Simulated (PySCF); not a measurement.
CH2O2, SMILES O=CO (connectivity only; charge and spin as stated), charge +1, multiplicity 2.

Coordinates come from a B3LYP-D3(BJ)/def2-TZVP optimisation. The multiplicity is an assumed one; other spin states were not compared. Other conformers were not sampled.

The numbers are results of TDA-LC-ωPBE/def2-SVPD (PySCF 2.14.0), not measurements.

Vertical excitations. Isolated molecule, no solvent.

Computed lowest excited states:
```
state    energy (eV)  λ (nm)      f                                                   main pairs
-------  -----------  ------  -----  -----------------------------------------------------------
root 1          1.61     769  0.000                                             β HOMO→LUMO 88 %
root 2          3.80     326  0.000                       β HOMO−1→LUMO 78 %, β HOMO−3→LUMO 16 %
root 3          6.27     198  0.001                                           β HOMO−2→LUMO 87 %
root 4          6.55     189  0.001                         α HOMO→LUMO 45 %, β HOMO→LUMO+1 54 %
root 5          6.65     186  0.009   β HOMO−3→LUMO 54 %, β HOMO−4→LUMO 23 %, β HOMO−1→LUMO 20 %
root 6          7.82     158  0.018     α HOMO→LUMO 11 %, β HOMO−4→LUMO 59 %, β HOMO−3→LUMO 20 %
root 7          7.87     157  0.000  α HOMO−1→LUMO 31 %, α HOMO−2→LUMO 8 %, β HOMO−1→LUMO+1 58 %
root 8          8.42     147  0.000                       α HOMO−2→LUMO 80 %, α HOMO−1→LUMO 18 %
root 9          8.65     143  0.007  α HOMO−1→LUMO 49 %, α HOMO−2→LUMO 9 %, β HOMO−1→LUMO+1 40 %
root 10         9.29     133  0.016                     α HOMO−3→LUMO 47 %, β HOMO−2→LUMO+1 46 %
```
Unrestricted roots are not spin-pure.
